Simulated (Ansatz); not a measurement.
## Cadmium, hcp: convergence with the plane-wave cutoff

Computed with Ansatz, r²SCAN, scalar-relativistic PAW, on the relaxed cell (a = 2.951 Å, c = 5.884 Å (c/a = 1.994); spin not included). Errors count from a run at 500 eV on a Γ-centred 20×20×9 mesh with Fermi-Dirac smearing of 0.1 eV, extrapolated to zero width. Fixed here: mesh 12×12×6, Fermi-Dirac width 0.1 eV. The pressure holds a Pulay correction and is unreliable far below the recommended cutoff. The SCF starts from atomic densities corrected by a trained network.

```tsv
cutoff (eV)	E(σ→0) error (meV/atom)	P (GPa)	SCF iterations
150	80308.4	-23.61	9
200	12991.0	-2.19	8
250	1553.3	0.21	7
300	116.1	0.02	7
350	5.9	0.01	6
420	-1.0	0.00	6
500	-7.0	0.00	6
800	-10.8	-0.01	6
```

Task: What does the run at 600 give (cutoff)?

Result: E(σ→0) error (meV/atom): -9.2; P (GPa): -0.01; SCF iterations: 6.

Within 5 meV/atom of the last row: from 500 eV on.
